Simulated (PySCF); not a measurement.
# Adding and removing an electron: NaF

RHF-CCSD(T); basis Na def2-SVPD, F def2-SVPD; no relativity; PySCF 2.14. Neutral (RHF): singlet (closed shell), Re = 1.956 Å, ωe = 518 cm⁻¹, De = 4.92 eV.

NaF⁻ (UHF): doublet (σ ↑), Re = 2.040 Å, ωe = 419 cm⁻¹, De = 2.01 eV to Na + F⁻. The energies at the minima are -261.42426 hartree for NaF and -261.43863 for NaF⁻.

**Question.** Work out the adiabatic electron affinity, without and with harmonic zero-point energies (1 hartree = 27.2114 eV, 1 eV = 8065.5 cm⁻¹), and the change of the bond length.

**Answer.** At CCSD(T): 0.01437 hartree = 0.391 eV between the minima; the zero-point term (518.0 − 419.0)/2 cm⁻¹ = +0.006 eV makes it 0.397 eV. Re changes by +8.4 pm against the neutral. The electron enters a σ orbital, and the longer bond of the ion fits an antibonding orbital, or a change in how ionic the bond is.

Correlated steps freeze 2 core orbitals. Correlated levels converge slowly with the basis: in double zeta they bind strong bonds too weakly, by up to about 1 eV, and carry superposition errors of some tenths. For an ion De counts to the pair picked by the measured ionisation energies or electron affinities, which need not be the lowest pair at this level. Where the molecule has an RHF reference, its open-shell atoms are computed with UHF. States were picked by a PBE0 search and need not be the measured ground states.

Neutral and ion stand on different kinds of reference determinant, which adds to the error of the difference.
